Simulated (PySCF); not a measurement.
Atom-mapped SMILES (the numbers label the heavy atoms): `[CH3:1][O:2]/[C:3]([F:4])=[CH:5]\[F:6]`. Each H is labelled by its parent atom.

GIAO PBE0/pcSseg-1 shifts (PySCF 2.14.0 with density-fitted response routines, gas phase, non-relativistic, equivalent atoms averaged), each against references optimised in the same way as the molecule (TMS, H2O, CFCl3).

On the GFN2-xTB geometry: C3 167.2, C5 128.1, C1 54.8, O2 88.2, F4 -152.4, F6 -227.4, H(C5) 6.89, H(C1) 3.97 ppm.

What changes on the PBE0-D3(BJ)/def2-SVP geometry?

## Answers


```json
{"atoms": "C3", "δ (ppm)": "163.8", "change": "-3.4"}
{"atoms": "C5", "δ (ppm)": "129.7", "change": "+1.6"}
{"atoms": "C1", "δ (ppm)": "57.1", "change": "+2.3"}
{"atoms": "O2", "δ (ppm)": "84.5", "change": "-3.7"}
{"atoms": "F4", "δ (ppm)": "-140.9", "change": "+11.5"}
{"atoms": "F6", "δ (ppm)": "-207.9", "change": "+19.5"}
{"atoms": "H(C5)", "δ (ppm)": "6.64", "change": "-0.25"}
{"atoms": "H(C1)", "δ (ppm)": "3.69", "change": "-0.28"}
```

Unscaled 19F shifts against computed CFCl3 carry errors that often reach 10 to 50 ppm.

Bonds between heavy atoms that differ most (equivalent bonds averaged): C3–F4 1.349 → 1.334 Å, C5–F6 1.344 → 1.330 Å, O2–C3 1.332 → 1.323 Å, C3–C5 1.329 → 1.334 Å. Mean change of bonds to hydrogen: C–H +0.010 Å. The two structures also differ in conformation, which adds to the changes.
